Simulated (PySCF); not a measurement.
Compound: ozone, O3.
InChI=1S/O3/c1-3-2

Linear response at CAM-B3LYP/def2-SVPD (PySCF, frozen core in the response, non-relativistic). Geometry: PBE0-D3(BJ)/def2-SVP; no solvent, vibrations or thermal averaging.

Static isotropic polarisability: 18.24 au (2.70 Å³), principal values 11.4, 13.2, 30.1 au.

**Question.** What is the polarisability at 1064 nm and at the sodium D line?

**Answer.** 18.46 au at 1064 nm (+1.2 %), 19.06 au at 589.3 nm (+4.5 %). The lowest singlet lies at 570 nm (f = 0.000), near or inside this range; the response is undamped and has a pole at each allowed excitation.

**Question.** What is the isotropic C6 coefficient between two such molecules, C6 = (3/π)∫α(iω)² dω?

**Answer.** 153.3 au (Eh·bohr⁶) by a ten-point quadrature over imaginary frequencies, which is 91.6 eV·Å⁶ or 8.84 J·nm⁶/mol.

**Question.** Which effective excitation energy ω̄ makes London's formula C6 = (3/4)α²ω̄ exact here?

**Answer.** ω̄ = 4·C6/(3α²) = 0.615 Eh = 16.7 eV. London's choice of the ionisation energy (13.35 eV, ΔSCF at the same level) gives C6 = 122 au, 20 % too low.

**Question.** How many electrons N does the Slater–Kirkwood formula C6 = (3/4)·√N·α^(3/2) need to give this C6?

**Answer.** N = (4·C6/3)²/α³ = 6.9; the species has 24 electrons in all.

**Question.** What three-body coefficient follows from the one-pole estimate C9 = (3/4)·α·C6?

**Answer.** 2100 au. This is an estimate from the two numbers above, not a computed integral.

**Question.** What does −C6/R⁶ come to at R = 10 Å between centres?

**Answer.** -8.8 J/mol. This is the leading, orientation-averaged term; C8 and higher terms are left out.

**Question.** How anisotropic is the static polarisability, by Δα² = ½[(α1 − α2)² + (α2 − α3)² + (α3 − α1)²]?

**Answer.** Δα = 17.8 au, or 0.98 of the isotropic value.

The run took 1.7 s wall (grids of density and orbitals included) on one thread, Intel Xeon 6975P-C (x86_64), shared host, and the process peaked at 0.31 GiB of memory. This is the whole response run at CAM-B3LYP/def2-SVPD, SCF included.
